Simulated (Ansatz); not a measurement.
C2H2S: structure from calculated spectroscopic constants

These gas-phase data were calculated for one isomer of C2H2S at PBE0-D3(BJ)/pcseg-1 (harmonic, unscaled wavenumbers; equilibrium rotational constants with average atomic masses):

- rotational constants: 33.95, 11.09, 8.36 GHz
- all wavenumbers above 1500 cm⁻¹: 3366, 3311, 1782

Candidates:

(1) `C1=CS1`, a singlet
(2) `C=C=S`, a singlet
(3) `C#CS`, a singlet

Which candidate do the data belong to? Where the bands don't settle it, estimate the moments of inertia from typical bond lengths.

Candidate (1). No mode falls between 2500 and 2800 cm⁻¹, where the S–H stretch of (3) would stand. The rotational constants decide the rest: (2) would give 284.4, 5.648, 5.538 GHz.

The same quantities for all candidates:

```tsv
	rotational constants (GHz)	wavenumbers above 1500 cm⁻¹	E above the lowest, PBE0-D3(BJ)/pcseg-1 (kcal/mol)
(1)	33.95, 11.09, 8.36	3366, 3311, 1782	34.7
(2)	284.4, 5.648, 5.538	3273, 3180, 1862	0.0
(3)	286.9, 5.527, 5.423	3500, 2703, 2191	20.7
```

Programs: Ansatz 0.2.0.
